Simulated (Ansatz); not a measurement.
Start from `N/C(F)=C\O` and change one atom or group (the configuration at the double bond changes too) to get `O/C=C\F`.

Ansatz, PBE0-D4/def2-TZVP geometries, multiplicity 1. Each molecule was computed in one conformer, which needn't be the lowest.

| property | `N/C(F)=C\O` |
| --- | --- |
| size of the dipole moment (B3LYP/def2-TZVPP) / D | 2.08 |
| LUMO energy (ωB97M-V/def2-TZVPP) / eV | 2.13 |
| zero-point energy (PBE0-D4/def2-TZVP) / kJ/mol | 176.6 |
| HOMO–LUMO gap (PBE0/def2-TZVPP) / eV | 7.12 |
| size of the dipole moment (ωB97M-V/def2-TZVPP) / D | 2.09 |
| size of the dipole moment (PBE/def2-TZVPP) / D | 2.08 |

(1) What does the change do to each property? (An estimate is asked.)

Results:

(1) Ansatz gave: 
| property | `O/C=C\F` | shift |
| --- | --- | --- |
| size of the dipole moment (B3LYP/def2-TZVPP) / D | 0.73 | -1.35 |
| LUMO energy (ωB97M-V/def2-TZVPP) / eV | 2.63 | 0.50 |
| zero-point energy (PBE0-D4/def2-TZVP) / kJ/mol | 130.9 | -45.7 |
| HOMO–LUMO gap (PBE0/def2-TZVPP) / eV | 7.67 | 0.55 |
| size of the dipole moment (ωB97M-V/def2-TZVPP) / D | 0.75 | -1.34 |
| size of the dipole moment (PBE/def2-TZVPP) / D | 0.56 | -1.52 |

With PBE0 the HOMO falls by 0.41 eV and the LUMO rises by 0.15 eV, so the gap widens by about 0.56 eV. PBE moves the HOMO by -0.39 eV and ωB97M-V by -0.42 eV. The zero-point energy changes by -45.7 kJ/mol with -6 modes. Dipoles are sizes alone; their direction can turn.

B3LYP here is the variant with VWN-RPA as its local correlation; programs differ in this.
